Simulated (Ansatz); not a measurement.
**SiH3F (SMILES F[SiH3]) at 6 levels**

We compute a comparison of 6 runs (B2PLYP/STO-3G, HSE06/STO-3G, revPBE/STO-3G, wB97X/STO-3G, BCCD(T)/STO-3G, CCSD(T)/STO-3G) of SiH3F. 

The calculation is run with Ansatz 0.2.0.

57 further runs of the same task are left out: 2 that didn't finish, 55 set aside as unsound or not needed.

## (1) Starting point

SiH3F: 5 atoms, total charge 0, spin state singlet. SMILES: `F[SiH3]`. The H3–Si2 distance was set to 2.223 Å, away from the relaxed value. At this shape a bond of the SMILES string is far longer than usual.

Bond lengths: F1–Si2 1.600 Å, Si2–H4 1.482 Å, Si2–H5 1.482 Å. Angles: F1–Si2–H4 108.3°, F1–Si2–H5 108.3°, H4–Si2–H5 110.6°. A long bond or contact: Si2–H3 2.223 Å.

## (2) The energy at B2PLYP/STO-3G (run 1)

molecule.yaml

```yaml
crystal:
  periodic: [false, false, false]
  atoms:
    - {symbol: F, position_ang: [-1.069060, 0.249446, 1.564466]}
    - {symbol: Si, position_ang: [0.248840, 0.067346, 0.675766]}
    - {symbol: H, position_ang: [-0.367800, -0.192600, -1.443700]}
    - {symbol: H, position_ang: [0.974140, -1.131254, 1.158066]}
    - {symbol: H, position_ang: [1.086040, 1.280046, 0.829866]}
basis:
  gaussian: {orbitals: STO-3G}
total_charge: 0
hamiltonian: {xc: {name: B2PLYP}}
correlation: {frozen_orbitals: {F: 1, H: 0, Si: 5}}
accuracy: high
```

Command:

```sh
$ ansatz run molecule.yaml --threads 1 --pin off --max-ram 2610MiB --events-out events.jsonl --progress --plain --runs-dir runs
```

The log of the run:

```text
Warning: RAYON_NUM_THREADS=1 ignored (pool sized by the plan → 1); use --threads N
Functional definition: B2PLYP
  name "B2PLYP"
  parameter a = 0.53
  parameter c = 0.27
  exchange = (1 - a)*b88_x + a*exact_x
  correlation = (1 - c)*lyp_c + c*(mp2_os + mp2_ss)
291 factors; integrals over basis functions are off by at most 4.1e-8 eV
mean field evaluation 1: about -10498.8057 eV, gradient 2.2e1 eV
mean field evaluation 2: about -10498.7870 eV, gradient 2.2e1 eV
mean field evaluation 4: about -10501.1696 eV, gradient 9.7e-1 eV
mean field evaluation 8: about -10501.1736 eV, gradient 8.3e-3 eV
mean field evaluation 16: about -10501.1736 eV, gradient 4.0e-8 eV
mean field -10501.17364379 eV, -385.9110134581 hartree, gradient 4.0e-8 eV, S^2 0.000000; 0 other end points of the search recorded, 0 dependent functions left out; unrestricted orbitals would lower it
6 core orbitals not correlated: weight in the atoms' cores, before any rotation towards them, 1.000 or more for the frozen orbitals, at most 0.000 for the correlated occupied ones
reference -10501.17365940 eV, -385.9110140317 hartree; 7, 7 occupied and 4, 4 virtual orbitals, 291 factors
second order -3.08724728 eV of doubles, -0.00000000 eV of singles
Total energy: -10502.00721616 eV, -385.9416466778 hartree
```

It took 1.4 s on 1 thread of Intel Xeon Platinum 8259CL at 2.50GHz (Skylake/Cascade Lake), shared host; peak memory 0.12 GiB.

## (3) A single-point energy at HSE06/STO-3G (run 2)

input.yaml

```yaml
basis:
  gaussian:
    orbitals: STO-3G
crystal:
  periodic: [false, false, false]
  atoms:
    - symbol: F
      position_ang: [-1.069060, 0.249446, 1.564466]
    - symbol: Si
      position_ang: [0.248840, 0.067346, 0.675766]
    - symbol: H
      position_ang: [-0.367800, -0.192600, -1.443700]
    - symbol: H
      position_ang: [0.974140, -1.131254, 1.158066]
    - symbol: H
      position_ang: [1.086040, 1.280046, 0.829866]
hamiltonian:
  xc: hse06
accuracy: high
```

Command:

```sh
$ ansatz run input.yaml --threads 1 --pin off --max-ram 2610MiB --events-out events.jsonl --progress --plain --runs-dir runs
```

The log of the run:

```text
Warning: RAYON_NUM_THREADS=1 ignored (pool sized by the plan → 1); use --threads N
Functional definition: HSE06
  name "HSE06"
  parameter a = 0.25
  parameter omega = 0.11/bohr
  exchange = pbe_x - a*pbe_x_sr(omega) + a*exact_x_sr(omega)
  correlation = pbe_c
291 factors; integrals over basis functions are off by at most 4.1e-8 eV
54 factors; integrals over basis functions are off by at most 1.5e-9 eV
mean field evaluation 1: about -10500.9845 eV, gradient 2.3e1 eV
mean field evaluation 2: about -10498.4913 eV, gradient 2.9e1 eV
mean field evaluation 4: about -10503.4459 eV, gradient 1.0e0 eV
mean field evaluation 8: about -10503.4042 eV, gradient 1.2e-3 eV
mean field -10503.40417455 eV, -385.9929839516 hartree, gradient 5.6e-8 eV, S^2 0.000000; 0 other end points of the search recorded, 0 dependent functions left out
reference -10503.40417617 eV, -385.9929840112 hartree; 13, 13 occupied and 4, 4 virtual orbitals, 291 factors
Total energy: -10503.40417617 eV, -385.9929840112 hartree
```

It took 1.2 s on 1 thread of Intel Xeon Platinum 8259CL at 2.50GHz (Skylake/Cascade Lake), shared host; peak memory 0.11 GiB.

Runs 3 to 4 aren't shown in full; the table further down has their settings and results.

## (4) A single-point energy at BCCD(T)/STO-3G (run 5)

Changes to molecule.yaml since step 2:

```diff
@@ -10,5 +10,4 @@
   gaussian: {orbitals: STO-3G}
-total_charge: 0
-hamiltonian: {xc: {name: B2PLYP}}
-correlation: {frozen_orbitals: {F: 1, H: 0, Si: 5}}
+correlation: {method: bccd_t, frozen_orbitals: {F: 1, H: 0, Si: 5}}
 accuracy: high
+scf: {omitted_lower_state_checks: [cluster_reference, increment]}
```

Command:

```sh
$ ansatz run molecule.yaml --threads 1 --pin off --max-ram 2610MiB --events-out events.jsonl --progress --plain --runs-dir runs
```

The log of the run:

```text
Warning: RAYON_NUM_THREADS=1 ignored (pool sized by the plan → 1); use --threads N
[... 11 lines left out ...]
6 core orbitals not correlated: weight in the atoms' cores, before any rotation towards them, 1.000 or more for the frozen orbitals, at most 0.000 for the correlated occupied ones
[... 26 lines left out ...]
Total energy: -10486.14628645 eV, -385.3587682619 hartree
Checks for a lower state left out: cluster_reference, increment
```

It took 0.22 s on 1 thread of Intel Xeon Platinum 8259CL at 2.50GHz (Skylake/Cascade Lake), shared host.

## (5) The energy at CCSD(T)/STO-3G (run 6)

in.yaml

```yaml
crystal:
  periodic: [false, false, false]
  atoms:
    - {symbol: F, position_ang: [-1.069060, 0.249446, 1.564466]}
    - {symbol: Si, position_ang: [0.248840, 0.067346, 0.675766]}
    - {symbol: H, position_ang: [-0.367800, -0.192600, -1.443700]}
    - {symbol: H, position_ang: [0.974140, -1.131254, 1.158066]}
    - {symbol: H, position_ang: [1.086040, 1.280046, 0.829866]}
basis:
  gaussian:
    orbitals: STO-3G
correlation:
  method: ccsd_t
  frozen_orbitals: {F: 1, H: 0, Si: 5}
accuracy: high
scf:
  omitted_lower_state_checks: [cluster_reference, increment]
```

Command:

```sh
$ ansatz run in.yaml --threads 1 --pin off --max-ram 2610MiB --events-out events.jsonl --progress --plain --runs-dir runs
```

The log of the run:

```text
Warning: RAYON_NUM_THREADS=1 ignored (pool sized by the plan → 1); use --threads N
[... 11 lines left out ...]
6 core orbitals not correlated: weight in the atoms' cores, before any rotation towards them, 1.000 or more for the frozen orbitals, at most 0.000 for the correlated occupied ones
[... 25 lines left out ...]
Total energy: -10486.14577369 eV, -385.3587494181 hartree
Checks for a lower state left out: cluster_reference, increment
```

It took 0.18 s on 1 thread of Intel Xeon Platinum 8259CL at 2.50GHz (Skylake/Cascade Lake), shared host.

## (6) The series

| run | level | frozen core orbitals | energy (Eh) | wall time |
| --- | --- | --- | --- | --- |
| 1 | B2PLYP/STO-3G | 6 | -385.941647 | 1.4 s |
| 2 | HSE06/STO-3G | – | -385.992984 | 1.2 s |
| 3 | revPBE/STO-3G | – | -386.130249 | 0.99 s |
| 4 | wB97X/STO-3G | – | -386.178319 | 4.5 s |
| 5 | BCCD(T)/STO-3G | 6 | -385.358768 | 0.22 s |
| 6 | CCSD(T)/STO-3G | 6 | -385.358749 | 0.18 s |

## (7) Outcome

| quantity | value |
| --- | --- |
| run 6: total energy | -385.35875 Eh |
| run 6: correlation energy (6 core orbitals frozen) | -123.3 mEh |
| run 6: (T) correction | -3.66 mEh |
| run 6: T1 diagnostic | 0.012 |

Totals of different functionals can't be ranked against each other. In runs 1, 5, 6 the log says that unrestricted orbitals would lower the reference, so the values rest on an unstable closed-shell determinant (other closed-shell runs at this shape may share the fault). In runs 1, 2, 3, 4, 5, 6 the basis is minimal, so the values are rough. All runs together took 8.5 s, the longest 4.5 s.
